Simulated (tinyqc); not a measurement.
Worked calculation: Born-Oppenheimer dynamics on the UHF/sto-3g surface (energies and gradients from PySCF), for H2O+, spin multiplicity 2. Computed by tinyqc, a small Python program that keeps every step (integrals from PySCF). Settings: charge = 1, multiplicity = 2, basis = sto-3g, time step (fs) = 0.5, steps = 16. Command: `OMP_NUM_THREADS=1 python tinyqc.py 28385 28386 out.jsonl` (the two numbers bound the seeds that draw the settings). One thread of a shared host (Intel(R) Xeon(R) Processor @ 2.60GHz), about 2 s of CPU time with the checks.

positions (bohr):
```
            x          y         z
1O  -0.005669   0.060471  0.056692
2H  -0.056692   1.332257  0.971319
3H   0.013228  -1.455089  1.003445
```

The total energy should stay constant up to terms of order dt^2; the step counts as short enough if it moves by less than 2 % of the largest kinetic energy.

Trajectory:
```
time (fs)  1O-2H (angstrom)  potential (hartree)  kinetic (hartree)  total (hartree)
0.000000           0.829406         -74.60195302         0.00016476     -74.60178826
0.500000           0.851026         -74.61769951         0.01448149     -74.60321803
1.000000           0.913883         -74.64906954         0.04404482     -74.60502472
1.500000           0.998659         -74.66742215         0.06232137     -74.60510078
2.000000           1.088149         -74.66686818         0.06241946     -74.60444872
2.500000           1.171363         -74.65445546         0.05059078     -74.60386468
3.000000           1.242381         -74.63801524         0.03450941     -74.60350582
3.500000           1.298394         -74.62272670         0.01940599     -74.60332071
4.000000           1.338308         -74.61135203         0.00810439     -74.60324764
4.500000           1.361912         -74.60501794         0.00178091     -74.60323703
5.000000           1.369305         -74.60391979         0.00066861     -74.60325118
5.500000           1.360530         -74.60784358         0.00456467     -74.60327891
6.000000           1.335465         -74.61633186         0.01299605     -74.60333581
6.500000           1.293979         -74.62849286         0.02504386     -74.60344900
7.000000           1.236323         -74.64265722         0.03901613     -74.60364109
7.500000           1.163693         -74.65607439         0.05212500     -74.60394940
8.000000           1.079110         -74.66447539         0.06004223     -74.60443316
```

Is the time step short enough?

No. The total energy moves within 3.3e-03 hartree; that is over 2 % of the largest kinetic energy, so the time step is too long.
